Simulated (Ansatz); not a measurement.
Program: Ansatz. Geometries: PBE0-D4/def2-TZVP. ΔE: electronic, gas phase. CCSD(T)/CBS adds triple-zeta CCSD(T) − MP2 to the extrapolated MP2 energy (def2 sets, frozen cores). This one scheme is used for every species. One conformer a species, not always the lowest.

Reaction (substitution at a C–Si bond): `CC[SiH3]` + CH₃OH → `CCOC` + SiH₄

```
   species  HF/def2-SVP energy (Eh)
`CC[SiH3]`               -369.17600
     CH₃OH               -114.95431
    `CCOC`               -192.96438
      SiH₄               -291.15391
```

(1) Work out ΔE.

Largest T1 diagnostic among the species: 0.011.

Results:

(1) ΔE = (-192.96438) + (-291.15391) − (-369.17600) − (-114.95431) = 0.01202 Eh = +7.5 kcal/mol. CCSD(T)/CBS gives +13.3 kcal/mol.

In def2-TZVPP, CCSD(T) changes the Hartree–Fock value by +2.3 kcal/mol (the triples alone add +0.0 kcal/mol) and MP2 by +3.6 kcal/mol. At CCSD(T), def2-SVP lies −5.3 kcal/mol from the extrapolated value and def2-TZVPP −1.1 kcal/mol. Leaving LDA and LC-ωPBE aside and taking each functional with its dispersion term where it has one, the values, not all of them listed here, spread over 2.3 kcal/mol, from CAM-B3LYP-D4 to PBE-QIDH. LDA lies −1.5 kcal/mol from PBE without D4.
